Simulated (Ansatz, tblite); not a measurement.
Cost and result up the ladder for BH3 (4 atoms). Total charge 0; singlet. Geometry: r2SCAN-D4/def2-TZVP.

```xyz
4

B     0.0000    0.0000    0.0000
H     0.6941   -0.8550    0.4564
H    -1.1462    0.0714    0.3200
H     0.4520    0.7836   -0.7764
```

Ansatz on 2 threads of Intel Xeon Platinum 8259CL on a shared host; xTB runs through tblite on one thread. Times are rough, summed over both states, and most runs start from the orbitals of an earlier one. PBE0-D4/def2-TZVP serves as the yardstick here, not as an exact answer. The other state is a triplet.

The xTB rows come from tblite.

Run but left out: PBE-D4/def2-TZVP (triplet: an occupied level 0.01 eV above an empty one).

xTB has no spin-polarisation term.

```json
{"level": "GFN2-xTB", "functions": "7", "wall time": "0.002 s", "vertical triplet (eV)": "4.73", "difference from PBE0-D4/def2-TZVP (eV)": "-0.36"}
{"level": "GFN1-xTB", "functions": "10", "wall time": "0.006 s", "vertical triplet (eV)": "4.93", "difference from PBE0-D4/def2-TZVP (eV)": "-0.16"}
{"level": "PBE0-D4/def2-TZVP", "functions": "49", "wall time": "1.4 s", "vertical triplet (eV)": "5.09", "difference from PBE0-D4/def2-TZVP (eV)": "0.00"}
{"level": "r2SCAN-D4/def2-TZVP (with forces)", "functions": "49", "wall time": "2.1 s", "vertical triplet (eV)": "4.91", "difference from PBE0-D4/def2-TZVP (eV)": "-0.19"}
```
